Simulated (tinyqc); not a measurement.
Worked calculation (part 2 of 2): LCCD on RHF in the sto-3g basis, for BH3, spin multiplicity 1. Computed by tinyqc, a small Python program that keeps every step (integrals from PySCF). Command: `OMP_NUM_THREADS=1 python tinyqc.py 26257 26258 out.jsonl` (the two numbers bound the seeds that draw the settings). One thread of a shared host (Intel(R) Xeon(R) Processor @ 2.60GHz), about 0.09 s of CPU time with the checks.

Geometry (angstrom):
```
atom,x,y,z
B,0.00000,0.00000,0.04300
H,1.24200,0.00000,0.00000
H,-0.62100,1.07600,0.00000
H,-0.62100,-1.07600,0.00000
```

## Integrals over molecular orbitals

coefficients C:
```
,MO1,MO2,MO3,MO4,MO5,MO6,MO7,MO8
1B 1s,0.99107,-0.22618,0.00006,0.00000,-0.01525,-0.26117,0.00000,-0.00073
1B 2s,0.03575,0.57673,-0.00024,0.00000,0.06764,1.37563,0.00000,0.00409
1B 2px,0.00000,0.00015,0.50413,0.00000,0.00000,-0.00298,0.00000,1.14850
1B 2py,0.00000,0.00000,0.00000,0.50412,0.00000,0.00000,1.14846,0.00000
1B 2pz,-0.00020,-0.00626,0.00000,0.00000,0.99782,-0.07560,0.00000,-0.00021
2H 1s,-0.00605,0.27872,0.52391,0.00000,-0.02361,-0.71126,0.00000,-0.94081
3H 1s,-0.00605,0.27850,-0.26210,0.45379,-0.02363,-0.71494,-0.81284,0.46724
4H 1s,-0.00605,0.27850,-0.26210,-0.45379,-0.02363,-0.71494,0.81284,0.46724
```

core Hamiltonian H = T + V (hartree):
```
,1B 1s,1B 2s,1B 2px,1B 2py,1B 2pz,2H 1s,3H 1s,4H 1s
1B 1s,-13.59829,-3.53132,-0.00001,0.00000,0.00177,-0.78119,-0.78058,-0.78058
1B 2s,-3.53132,-4.65276,-0.00010,0.00000,0.01578,-1.87318,-1.87228,-1.87228
1B 2px,-0.00001,-0.00010,-3.91355,0.00000,0.00000,-1.71732,0.85810,0.85810
1B 2py,0.00000,0.00000,0.00000,-3.91355,0.00000,0.00000,-1.48686,1.48686
1B 2pz,0.00177,0.01578,0.00000,0.00000,-3.74594,0.06249,0.06245,0.06245
2H 1s,-0.78119,-1.87318,-1.71732,0.00000,0.06249,-3.06248,-0.39861,-0.39861
3H 1s,-0.78058,-1.87228,0.85810,-1.48686,0.06245,-0.39861,-3.06187,-0.39821
4H 1s,-0.78058,-1.87228,0.85810,1.48686,0.06245,-0.39861,-0.39821,-3.06187
```

Given earlier and not repeated: Two-electron integrals (ij|kl) in chemists' order.

(pq|rs) = sum C_ip C_jq C_kr C_ls (ij|kl), one index at a time.

one-electron integrals over orbitals h = C^T H C (hartree):
```
,1,2,3,4,5,6,7,8
1,-13.58246,0.29562,-0.00009,0.00000,0.02143,0.30264,0.00000,0.00083
2,0.29562,-3.73122,-0.00010,0.00000,-0.01486,-0.61600,0.00000,-0.00189
3,-0.00009,-0.00010,-3.45240,0.00000,0.00002,0.00199,0.00000,-0.63186
4,0.00000,0.00000,0.00000,-3.45220,0.00000,0.00000,-0.63202,0.00000
5,0.02143,-0.01486,0.00002,0.00000,-3.74373,0.03858,0.00000,0.00010
6,0.30264,-0.61600,0.00199,0.00000,0.03858,-2.93864,0.00000,0.00054
7,0.00000,0.00000,0.00000,-0.63202,0.00000,0.00000,-3.12960,0.00000
8,0.00083,-0.00189,-0.63186,0.00000,0.00010,0.00054,0.00000,-3.12957
```

Two-electron integrals over orbitals (pq|rs), unique and non-zero (hartree):
```
p,q,r,s,(pq|rs)
1,1,1,1,2.88635
2,1,1,1,-0.24873
2,1,2,1,0.03352
2,2,1,1,0.59560
2,2,2,1,-0.00835
2,2,2,2,0.43790
3,1,1,1,0.00007
3,1,2,1,-6.86e-06
3,1,2,2,1.14e-05
3,1,3,1,0.00723
3,2,1,1,7.24e-06
3,2,2,1,5.56e-06
3,2,2,2,0.00009
3,2,3,1,0.01231
3,2,3,2,0.11923
3,3,1,1,0.53322
3,3,2,1,-0.00348
3,3,2,2,0.43138
3,3,3,1,0.00387
3,3,3,2,0.06368
3,3,3,3,0.48328
4,1,4,1,0.00723
4,2,4,1,0.01230
4,2,4,2,0.11915
4,3,4,1,-0.00387
4,3,4,2,-0.06375
4,3,4,3,0.04959
4,4,1,1,0.53317
4,4,2,1,-0.00348
4,4,2,2,0.43127
4,4,3,1,-0.00387
4,4,3,2,-0.06372
4,4,3,3,0.38428
4,4,4,4,0.48332
5,1,1,1,-0.01643
5,1,2,1,0.00204
5,1,2,2,-0.00128
5,1,3,1,-7.36e-07
5,1,3,2,-1.20e-07
5,1,3,3,-0.00065
5,1,4,4,-0.00065
5,1,5,1,0.02195
5,2,1,1,0.00905
5,2,2,1,-0.00066
5,2,2,2,-0.00112
5,2,3,1,1.04e-07
5,2,3,2,-4.45e-07
5,2,3,3,-0.00093
5,2,4,4,-0.00093
5,2,5,1,0.02113
5,2,5,2,0.06881
5,3,1,1,-6.56e-06
5,3,2,1,3.48e-07
5,3,2,2,-1.92e-06
5,3,3,1,0.00024
5,3,3,2,-0.00182
5,3,3,3,-0.00181
5,3,4,4,0.00181
5,3,5,1,-6.27e-06
5,3,5,2,-1.42e-05
5,3,5,3,0.01710
5,4,4,1,0.00024
5,4,4,2,-0.00182
5,4,4,3,0.00181
5,4,5,4,0.01710
5,5,1,1,0.74151
5,5,2,1,-0.00969
5,5,2,2,0.45945
5,5,3,1,2.45e-06
5,5,3,2,5.96e-06
5,5,3,3,0.42698
5,5,4,4,0.42695
5,5,5,1,0.00217
5,5,5,2,0.01163
5,5,5,3,-6.22e-06
5,5,5,5,0.58699
6,1,1,1,-0.27476
6,1,2,1,0.03792
6,1,2,2,-0.00853
6,1,3,1,-4.45e-05
6,1,3,2,-0.00005
6,1,3,3,-0.00335
6,1,4,4,-0.00332
6,1,5,1,0.00103
6,1,5,2,-0.00187
6,1,5,3,-6.23e-07
6,1,5,5,-0.00803
6,1,6,1,0.04310
6,2,1,1,0.21815
6,2,2,1,-0.00924
6,2,2,2,0.04420
6,2,3,1,-1.87e-05
6,2,3,2,-1.43e-05
6,2,3,3,0.02160
6,2,4,4,0.02149
6,2,5,1,-0.00182
6,2,5,2,-0.00043
6,2,5,3,-7.93e-06
6,2,5,5,0.10958
6,2,6,1,-0.00927
6,2,6,2,0.07160
6,3,1,1,-0.00064
6,3,2,1,1.79e-05
6,3,2,2,-0.00018
6,3,3,1,0.00337
6,3,3,2,-0.04350
6,3,3,3,-0.04140
6,3,4,4,0.04124
6,3,5,1,4.55e-07
6,3,5,2,-1.27e-05
6,3,5,3,0.00208
6,3,5,5,-0.00032
6,3,6,1,7.73e-09
6,3,6,2,-0.00032
6,3,6,3,0.06041
6,4,4,1,0.00335
6,4,4,2,-0.04375
6,4,4,3,0.04148
6,4,5,4,0.00209
6,4,6,4,0.06076
6,5,1,1,-0.00882
6,5,2,1,-0.00022
6,5,2,2,-0.00433
6,5,3,1,-2.41e-06
6,5,3,2,-1.76e-05
6,5,3,3,-0.00189
6,5,4,4,-0.00187
6,5,5,1,0.02314
6,5,5,2,0.06410
6,5,5,3,-0.00006
6,5,5,5,0.00044
6,5,6,1,-0.00165
6,5,6,2,-0.00742
6,5,6,3,1.62e-05
6,5,6,5,0.06577
6,6,1,1,0.60927
6,6,2,1,-0.01113
6,6,2,2,0.43259
6,6,3,1,-0.00007
6,6,3,2,-0.00058
6,6,3,3,0.43004
6,6,4,4,0.43066
6,6,5,1,-0.00378
6,6,5,2,-0.00782
6,6,5,3,1.50e-05
6,6,5,5,0.45268
6,6,6,1,-0.01101
6,6,6,2,0.02825
6,6,6,3,0.00017
6,6,6,5,-0.00986
6,6,6,6,0.44857
7,1,4,1,0.01275
7,1,4,2,0.01902
7,1,4,3,-0.00525
7,1,5,4,0.00047
7,1,6,4,0.00601
7,1,7,1,0.02268
7,2,4,1,0.00784
7,2,4,2,-0.00182
7,2,4,3,0.02365
7,2,5,4,0.00269
7,2,6,4,0.04590
7,2,7,1,0.01317
7,2,7,2,0.04865
7,3,4,1,0.00291
7,3,4,2,0.04950
7,3,4,3,-0.02372
7,3,5,4,-0.00149
7,3,6,4,-0.03093
7,3,7,1,0.00492
7,3,7,2,-0.00983
7,3,7,3,0.03495
7,4,1,1,0.20538
7,4,2,1,-0.00528
7,4,2,2,0.04834
7,4,3,1,0.00291
7,4,3,2,0.04950
7,4,3,3,0.05305
7,4,4,4,0.00567
7,4,5,1,2.02e-05
7,4,5,2,0.00462
7,4,5,3,-0.00149
7,4,5,5,0.10015
7,4,6,1,-0.00500
7,4,6,2,0.06887
7,4,6,3,-0.03096
7,4,6,5,-0.00216
7,4,6,6,0.02730
7,4,7,4,0.10561
7,5,4,1,0.00087
7,5,4,2,0.00615
7,5,4,3,-0.00303
7,5,5,4,0.01617
7,5,6,4,-0.00250
7,5,7,1,0.00146
7,5,7,2,0.00077
7,5,7,3,0.00259
7,5,7,5,0.02070
7,6,4,1,0.01264
7,6,4,2,0.10781
7,6,4,3,-0.05824
7,6,5,4,-0.00240
7,6,6,4,-0.04679
7,6,7,1,0.02037
7,6,7,2,-0.00751
7,6,7,3,0.05166
7,6,7,5,0.00542
7,6,7,6,0.11068
7,7,1,1,0.67592
7,7,2,1,-0.00953
7,7,2,2,0.45205
7,7,3,1,0.00073
7,7,3,2,-0.02892
7,7,3,3,0.41478
7,7,4,4,0.48132
7,7,5,1,-0.00049
7,7,5,2,0.00193
7,7,5,3,0.00178
7,7,5,5,0.47386
7,7,6,1,-0.00905
7,7,6,2,0.04769
7,7,6,3,0.03702
7,7,6,5,-0.00141
7,7,6,6,0.45753
7,7,7,4,0.04477
7,7,7,7,0.52188
8,1,1,1,-0.00077
8,1,2,1,0.00011
8,1,2,2,-9.53e-06
8,1,3,1,0.01275
8,1,3,2,0.01902
8,1,3,3,0.00522
8,1,4,4,-0.00525
8,1,5,1,2.93e-06
8,1,5,2,-4.99e-06
8,1,5,3,0.00047
8,1,5,5,-2.16e-05
8,1,6,1,0.00006
8,1,6,2,-0.00006
8,1,6,3,0.00604
8,1,6,5,-8.44e-06
8,1,6,6,-0.00014
8,1,7,4,0.00491
8,1,7,7,0.00207
8,1,8,1,0.02268
8,2,1,1,0.00067
8,2,2,1,-2.49e-05
8,2,2,2,0.00014
8,2,3,1,0.00784
8,2,3,2,-0.00187
8,2,3,3,-0.02360
8,2,4,4,0.02374
8,2,5,1,-4.89e-06
8,2,5,2,1.28e-06
8,2,5,3,0.00269
8,2,5,5,0.00033
8,2,6,1,-0.00006
8,2,6,2,0.00010
8,2,6,3,0.04587
8,2,6,5,-2.19e-05
8,2,6,6,0.00013
8,2,7,4,-0.00963
8,2,7,7,0.03036
8,2,8,1,0.01316
8,2,8,2,0.04866
8,3,1,1,0.20536
8,3,2,1,-0.00528
8,3,2,2,0.04826
8,3,3,1,-0.00290
8,3,3,2,-0.04964
8,3,3,3,0.00558
8,3,4,4,0.05316
8,3,5,1,2.04e-05
8,3,5,2,0.00462
8,3,5,3,0.00149
8,3,5,5,0.10013
8,3,6,1,-0.00497
8,3,6,2,0.06883
8,3,6,3,0.03066
8,3,6,5,-0.00214
8,3,6,6,0.02785
8,3,7,4,0.03905
8,3,7,7,0.06711
8,3,8,1,-0.00493
8,3,8,2,0.01016
8,3,8,3,0.10577
8,4,4,1,0.00292
8,4,4,2,0.04938
8,4,4,3,-0.02360
8,4,5,4,-0.00148
8,4,6,4,-0.03076
8,4,7,1,0.00494
8,4,7,2,-0.00969
8,4,7,3,0.03145
8,4,7,5,0.00259
8,4,7,6,0.05153
8,4,8,4,0.03478
8,5,1,1,-2.23e-05
8,5,2,1,-3.51e-07
8,5,2,2,-7.25e-06
8,5,3,1,0.00087
8,5,3,2,0.00615
8,5,3,3,0.00302
8,5,4,4,-0.00303
8,5,5,1,0.00007
8,5,5,2,0.00019
8,5,5,3,0.01617
8,5,5,5,3.34e-06
8,5,6,1,-8.56e-06
8,5,6,2,-2.26e-05
8,5,6,3,-0.00248
8,5,6,5,0.00013
8,5,6,6,-0.00006
8,5,7,4,0.00259
8,5,7,7,-0.00113
8,5,8,1,0.00146
8,5,8,2,0.00077
8,5,8,3,-0.00261
8,5,8,5,0.02070
8,6,1,1,-0.00014
8,6,2,1,-1.26e-06
8,6,2,2,3.20e-05
8,6,3,1,0.01264
8,6,3,2,0.10767
8,6,3,3,0.05792
8,6,4,4,-0.05806
8,6,5,1,-9.14e-06
8,6,5,2,-2.65e-05
8,6,5,3,-0.00239
8,6,5,5,-3.82e-05
8,6,6,1,-0.00006
8,6,6,2,-4.46e-05
8,6,6,3,-0.04629
8,6,6,5,-3.89e-05
8,6,6,6,-0.00062
8,6,7,4,0.05151
8,6,7,7,-0.02984
8,6,8,1,0.02038
8,6,8,2,-0.00738
8,6,8,3,-0.05180
8,6,8,5,0.00541
8,6,8,6,0.11034
8,7,4,1,0.00076
8,7,4,2,-0.02861
8,7,4,3,0.03314
8,7,5,4,0.00177
8,7,6,4,0.03713
8,7,7,1,0.00215
8,7,7,2,0.03018
8,7,7,3,-0.01100
8,7,7,5,-0.00111
8,7,7,6,-0.02966
8,7,8,4,-0.01089
8,7,8,7,0.03434
8,8,1,1,0.67592
8,8,2,1,-0.00953
8,8,2,2,0.45209
8,8,3,1,-0.00066
8,8,3,2,0.02953
8,8,3,3,0.48165
8,8,4,4,0.41442
8,8,5,1,-0.00049
8,8,5,2,0.00193
8,8,5,3,-0.00179
8,8,5,5,0.47387
8,8,6,1,-0.00904
8,8,6,2,0.04783
8,8,6,3,-0.03764
8,8,6,5,-0.00141
8,8,6,6,0.45720
8,8,7,4,0.06732
8,8,7,7,0.45271
8,8,8,1,-0.00201
8,8,8,2,-0.03011
8,8,8,3,0.04437
8,8,8,5,0.00115
8,8,8,6,0.03031
8,8,8,8,0.52222
```

## LCCD: starting amplitudes

orbital energies (hartree): MO1 -7.42012, MO2 -0.64873, MO3 -0.44743, MO4 -0.44742, MO5 0.24107, MO6 0.63061, MO7 0.70664, MO8 0.70669

t_ij^ab = <ij||ab> / (e_i + e_j - e_a - e_b), whose energy is MP2.

Starting amplitudes (spin orbitals 1a, 1b, ...; amplitudes related by a flip of all spins are not repeated; the 24 largest):
```
from,to,t
3a 3b,8a 8b,-0.04582
4a 4b,7a 7b,-0.04575
2a 2b,5a 5b,-0.03867
2a 4b,6a 7b,-0.02830
2a 3b,6a 8b,-0.02829
4a 4b,6a 6b,-0.02818
3a 3b,6a 6b,-0.02802
2a 2b,6a 6b,-0.02798
2a 4b,6b 7a,0.01886
2a 3b,6b 8a,0.01885
2a 2b,8a 8b,-0.01795
2a 2b,7a 7b,-0.01795
3a 4b,7b 8a,0.01692
3a 3b,7a 7b,-0.01514
4a 4b,8a 8b,-0.01507
3a 4b,6a 7b,0.01387
3a 4b,6b 7a,-0.01386
4a 4b,6a 8b,0.01378
3a 3b,6a 8b,-0.01374
3a 4b,7a 8b,-0.01362
3a 3b,5a 5b,-0.01242
4a 4b,5a 5b,-0.01242
2a 4a,6a 7a,-0.00944
2a 3a,6a 8a,-0.00944
```

correlation energy = -0.0396270 hartree

## LCCD: amplitude update 1

t_ij^ab D_ij^ab are set to the remaining terms of the spin-orbital equations, evaluated with the old amplitudes; for the doubles these are <ij||ab> + 1/2 <ab||ef> t_ij^ef + 1/2 <mn||ij> t_mn^ab + P(ij)P(ab) <mb||ej> t_im^ae, D the orbital-energy denominators (linear CCD).

Amplitudes after update 1 (spin orbitals 1a, 1b, ...; amplitudes related by a flip of all spins are not repeated; the 24 largest):
```
from,to,t
3a 3b,8a 8b,-0.05990
4a 4b,7a 7b,-0.05981
2a 2b,5a 5b,-0.05013
4a 4b,6a 6b,-0.03773
3a 3b,6a 6b,-0.03750
2a 4b,6a 7b,-0.03720
2a 3b,6a 8b,-0.03717
2a 2b,6a 6b,-0.03433
2a 4b,6b 7a,0.02757
2a 3b,6b 8a,0.02754
2a 2b,8a 8b,-0.02227
2a 2b,7a 7b,-0.02226
3a 4b,7b 8a,0.02199
3a 4b,7a 8b,-0.02047
3a 4b,6a 7b,0.01919
3a 4b,6b 7a,-0.01918
4a 4b,6a 8b,0.01907
3a 3b,6a 8b,-0.01902
3a 3b,7a 7b,-0.01726
4a 4b,8a 8b,-0.01715
3a 3b,5a 5b,-0.01179
4a 4b,5a 5b,-0.01179
2a 4a,6a 7a,-0.00962
2a 3a,6a 8a,-0.00962
```

correlation energy = -0.0519368 hartree

## LCCD: amplitude update 2

As before.

Amplitudes after update 2 (spin orbitals 1a, 1b, ...; amplitudes related by a flip of all spins are not repeated; the 24 largest):
```
from,to,t
3a 3b,8a 8b,-0.06503
4a 4b,7a 7b,-0.06493
2a 2b,5a 5b,-0.05423
4a 4b,6a 6b,-0.04155
3a 3b,6a 6b,-0.04130
2a 4b,6a 7b,-0.03998
2a 3b,6a 8b,-0.03995
2a 2b,6a 6b,-0.03651
2a 4b,6b 7a,0.03107
2a 3b,6b 8a,0.03104
3a 4b,7b 8a,0.02370
2a 2b,8a 8b,-0.02364
3a 4b,7a 8b,-0.02364
2a 2b,7a 7b,-0.02364
3a 4b,6a 7b,0.02105
3a 4b,6b 7a,-0.02105
4a 4b,6a 8b,0.02091
3a 3b,6a 8b,-0.02086
3a 3b,7a 7b,-0.01749
4a 4b,8a 8b,-0.01738
3a 3b,5a 5b,-0.00985
4a 4b,5a 5b,-0.00985
2a 4a,6a 7a,-0.00891
2a 3a,6a 8a,-0.00891
```

correlation energy = -0.0562049 hartree

## LCCD: amplitude update 3

t_ij^ab D_ij^ab are set to the remaining terms of the spin-orbital equations, evaluated with the old amplitudes; for the doubles these are <ij||ab> + 1/2 <ab||ef> t_ij^ef + 1/2 <mn||ij> t_mn^ab + P(ij)P(ab) <mb||ej> t_im^ae, D the orbital-energy denominators (linear CCD). DIIS then mixes the stored amplitudes.

DIIS coefficients: -0.64423  1.64423

Amplitudes after update 3 (spin orbitals 1a, 1b, ...; amplitudes related by a flip of all spins are not repeated; the 24 largest):
```
from,to,t
3a 3b,8a 8b,-0.06833
4a 4b,7a 7b,-0.06822
2a 2b,5a 5b,-0.05705
4a 4b,6a 6b,-0.04403
3a 3b,6a 6b,-0.04377
2a 4b,6a 7b,-0.04155
2a 3b,6a 8b,-0.04151
2a 2b,6a 6b,-0.03791
2a 4b,6b 7a,0.03342
2a 3b,6b 8a,0.03338
3a 4b,7a 8b,-0.02598
3a 4b,7b 8a,0.02475
2a 2b,8a 8b,-0.02437
2a 2b,7a 7b,-0.02436
3a 4b,6b 7a,-0.02210
3a 4b,6a 7b,0.02210
4a 4b,6a 8b,0.02194
3a 3b,6a 8b,-0.02190
3a 3b,7a 7b,-0.01738
4a 4b,8a 8b,-0.01726
2a 3b,8a 8b,-0.00828
2a 4a,6a 7a,-0.00813
2a 3a,6a 8a,-0.00812
2a 3b,7a 7b,0.00808
```

correlation energy = -0.0587833 hartree

## LCCD: convergence

E_corr = 1/4 sum <ij||ab> t_ij^ab; stop when the norm of the change is below 1e-8.

Course of the amplitude iterations:
```
update,correlation energy (hartree),norm of the change
0,-0.0396270,-
1,-0.0519368,8.60e-02
2,-0.0562049,3.25e-02
3,-0.0587833,1.32e-02
4,-0.0587797,1.57e-03
5,-0.0587805,2.37e-04
6,-0.0587804,1.95e-05
7,-0.0587804,3.48e-06
8,-0.0587804,1.14e-06
9,-0.0587804,1.59e-07
10,-0.0587804,4.17e-08
11,-0.0587804,6.38e-09
```

Converged amplitudes (spin orbitals 1a, 1b, ...; amplitudes related by a flip of all spins are not repeated; the 24 largest):
```
from,to,t
3a 3b,8a 8b,-0.06847
4a 4b,7a 7b,-0.06837
2a 2b,5a 5b,-0.05756
4a 4b,6a 6b,-0.04401
3a 3b,6a 6b,-0.04375
2a 4b,6a 7b,-0.04149
2a 3b,6a 8b,-0.04146
2a 2b,6a 6b,-0.03801
2a 4b,6b 7a,0.03353
2a 3b,6b 8a,0.03349
3a 4b,7a 8b,-0.02622
3a 4b,7b 8a,0.02480
2a 2b,8a 8b,-0.02426
2a 2b,7a 7b,-0.02425
3a 4b,6b 7a,-0.02199
3a 4b,6a 7b,0.02199
4a 4b,6a 8b,0.02183
3a 3b,6a 8b,-0.02179
3a 3b,7a 7b,-0.01725
4a 4b,8a 8b,-0.01713
2a 3b,8a 8b,-0.00819
2a 3b,7a 7b,0.00799
2a 4a,6a 7a,-0.00797
2a 3a,6a 8a,-0.00796
```

LCCD total energy = -26.1168931 hartree

Converged in 11 updates, with DIIS from the third.
